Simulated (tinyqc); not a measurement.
Stretching all distances: RHF, UHF, MP2, CISD and CCSD against full CI in the sto-3g basis, for BH2+, spin multiplicity 1. Computed by the program tinyqc with PySCF. All coordinates are multiplied by the scale. c0^2 is the weight of the RHF determinant in the lowest singlet FCI state (UHF is spin-contaminated and may lie near states of higher spin) and n(LUMO) the first natural occupation beyond the occupied space.

Geometry (angstrom):
```
atom       x        y       z
B     0.0000   0.0000  0.0000
H     0.0000   0.9560  0.5190
H     0.0000  -0.9560  0.5190
```

Full CI energy (hartree) and errors against it (kcal/mol):
```
scale   distance 1-2 (angstrom)      E(FCI)       RHF      UHF      MP2     CISD    CCSD  <S^2> UHF    c0^2  n(LUMO)
0.9500                   1.0334  -25.125787   22.0913  22.0913   6.7881   0.3988  0.2046     0.0000  0.9767   0.0177
1.1600                   1.2618  -25.174174   31.0551  31.0551  10.7431   0.8814  0.4110     0.0000  0.9592   0.0368
1.3700                   1.4903  -25.128252   44.6179  44.6179  17.2105   2.0763  0.9092     0.0000  0.9244   0.0793
1.8000                   1.9580  -24.996807   92.0506  42.2589  42.9824   9.6214  3.0327     1.0755  0.7180   0.3955
2.0100                   2.1865  -24.963788  126.5279  36.2704  61.4434  15.3359  2.6705     1.1593  0.5367   0.6849
```

Estimate the missing row, scale = 1.58.

Computed row:
```
scale   distance 1-2 (angstrom)      E(FCI)      RHF      UHF      MP2    CISD    CCSD  <S^2> UHF    c0^2  n(LUMO)
1.5800                   1.7187  -25.058696  63.9131  51.3279  27.2136  4.6966  1.9288     0.7187  0.8564   0.1753
```

UHF parts from RHF first at scale 1.58 of those listed, where <S^2> leaves zero. The weight c0^2 goes from 0.98 to 0.54 and n(LUMO) from 0.02 to 0.68: static correlation grows as the bonds break into open-shell fragments. The spread of the error along the curve, which distorts its shape, is CCSD 2.8, CISD 14.9, UHF 29.2, MP2 54.7, RHF 104.4 kcal/mol. The table stops here: at scale 2.22 and beyond, the reference weight falls under 0.45 or RHF, UHF or CCSD hop between solutions, so those rows were left out and the spreads given cover only the rows shown. As computed, partly on other solutions, the errors there reach in size RHF 189, UHF 37, MP2 71, CISD 23, CCSD 2 kcal/mol.
